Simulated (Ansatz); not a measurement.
The input, for Ansatz 0.2.0:

```yaml
crystal:
  periodic: [false, false, false]
  atoms:
    - {symbol: C, position_ang: [0.000000, 0.000000, 0.552818]}
    - {symbol: C, position_ang: [0.000000, 0.000000, -0.737775]}
    - {symbol: H, position_ang: [0.000000, -0.939613, 1.101979]}
    - {symbol: H, position_ang: [0.000000, 0.939613, 1.101979]}
basis:
  gaussian: {orbitals: cc-pVTZ}
total_charge: 1
magnetization: {spin_polarized: false, initial_magnetization: 1}
correlation: {method: fic_mrcisd_q, electrons: outside_noble_gas, active_space: {window: {electrons: 9, orbitals: 10}, shells: [{species: C, l: s, shell: 2}, {species: C, l: p, shell: 2}, {species: H, l: s, shell: 1}]}}
```

```sh
$ ansatz run in.yaml --threads 2 --pin off --events-out ev --progress --plain --max-ram 24576MiB --backend cuda --devices 0, --max-vram 18GiB
```

Log:

```
1100 factors; integrals over basis functions are off by at most 1.9e-7 eV
mean field evaluation 1: about -2075.5235 eV, gradient 3.5e1 eV
mean field evaluation 2: about -2075.5270 eV, gradient 3.5e1 eV
mean field evaluation 4: about -2079.0922 eV, gradient 5.1e0 eV
mean field evaluation 8: about -2079.3504 eV, gradient 3.2e-1 eV
mean field evaluation 16: about -2079.5887 eV, gradient 3.0e-2 eV
mean field evaluation 32: about -2079.4976 eV, gradient 3.2e0 eV
mean field -2079.58801568 eV, -76.4234499809 hartree, gradient 2.5e-6 eV, S^2 0.750000; 5 other end points of the search recorded, 0 dependent functions left out
reference -2079.58801568 eV, -76.4234499809 hartree; 7, 6 occupied and 81, 82 virtual orbitals, 1100 factors
state -2082.98490631 eV, -76.5482834089 hartree
contracted CI cycle   1: correlation 0.00000000 eV, 0.0000000000 hartree, residual 2.15e1 eV
contracted CI cycle   2: correlation -3.92798479 eV, -0.1443507784 hartree, residual 3.67e0 eV
contracted CI cycle   3: correlation -4.04319842 eV, -0.1485848012 hartree, residual 7.37e-1 eV
contracted CI cycle   4: correlation -4.04779103 eV, -0.1487535767 hartree, residual 1.60e-1 eV
contracted CI cycle   5: correlation -4.04799882 eV, -0.1487612128 hartree, residual 3.72e-2 eV
contracted CI cycle   6: correlation -4.04800925 eV, -0.1487615962 hartree, residual 8.49e-3 eV
contracted CI cycle   7: correlation -4.04800979 eV, -0.1487616159 hartree, residual 1.92e-3 eV
contracted CI cycle   8: correlation -4.04800982 eV, -0.1487616170 hartree, residual 4.33e-4 eV
state -2082.98490631 eV, -76.5482834089 hartree; corrected -2087.22254419 eV, -76.7040137287 hartree
Total energy: -2087.22254419 eV, -76.7040137287 hartree
Checks for a lower state left out: starts, orbital_swaps
```

Natural occupations: 1.9837 1.9651 1.9567 1.9062 1.0030 0.0943 0.0378 0.0197 0.0174 0.0161.

For the same geometry and basis UCCSDT(Q) lies 48.2 meV lower.

Ran on 2 threads of AMD EPYC 7R13 with a shared H100 80 GB, shared host: 26 s wall, 0.89 GiB peak host memory.
